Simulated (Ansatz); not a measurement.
Input file:

```yaml
crystal:
  periodic: [false, false, false]
  atoms:
    - {symbol: Ge, position_ang: [0.000000, 0.000000, 0.000000]}
    - {symbol: O, position_ang: [0.000000, 0.000000, 2.982000]}
basis:
  gaussian: {orbitals: def2-SVP}
correlation: {active_space: {window: {electrons: 2, orbitals: 2}, states: [{multiplicity: 1, weights: [1, 1, 1, 1, 1, 1, 1, 1, 1, 1, 1, 1, 1, 1, 1, 1, 1, 1, 1, 1, 1, 1, 1, 1, 1, 1, 1, 1, 1, 1]}]}}
```

```sh
$ ansatz run in.yaml --threads 1 --pin off --events-out ev --progress --plain --max-ram 2393MiB
```

Task: One thing in this input was set wrong on purpose, beside settings that are merely unusual. What is the gravest fault, and what does the program do?

Result: Impossible set of states or weights. How the run ends: stopped by an error.
```
669 factors; integrals over basis functions are off by at most 1.0e-7 eV
mean field evaluation 1: about -58472.8337 eV, gradient 6.8e1 eV
mean field evaluation 2: about -58472.8436 eV, gradient 6.8e1 eV
mean field evaluation 4: about -58477.7642 eV, gradient 5.4e1 eV
mean field evaluation 8: about -58493.9452 eV, gradient 3.0e0 eV
mean field evaluation 16: about -58494.0640 eV, gradient 1.7e-3 eV
mean field evaluation 32: about -58493.6079 eV, gradient 1.0e-6 eV
mean field evaluation 64: about -58493.1097 eV, gradient 2.0e-4 eV
mean field evaluation 96: about -58493.6563 eV, gradient 1.3e0 eV
mean field evaluation 128: about -58493.3042 eV, gradient 5.6e-2 eV
mean field evaluation 160: about -58492.7632 eV, gradient 1.6e0 eV
mean field evaluation 192: about -58494.0553 eV, gradient 2.2e-1 eV
mean field evaluation 224: about -58493.2312 eV, gradient 3.0e0 eV
mean field evaluation 256: about -58477.6826 eV, gradient 1.1e1 eV
mean field evaluation 288: about -58481.4217 eV, gradient 1.3e1 eV
mean field evaluation 320: about -58493.3054 eV, gradient 1.5e-6 eV
mean field -58494.06399076 eV, -2149.6172029598 hartree, gradient 2.5e-6 eV, S^2 0.000000; 20 other end points of the search recorded, 0 dependent functions left out
reference -58494.06399076 eV, -2149.6172029598 hartree; 20, 20 occupied and 26, 26 virtual orbitals, 669 factors
Error: 30 states are sought, and the space of determinants holds 3 states of this symmetry and spin
```
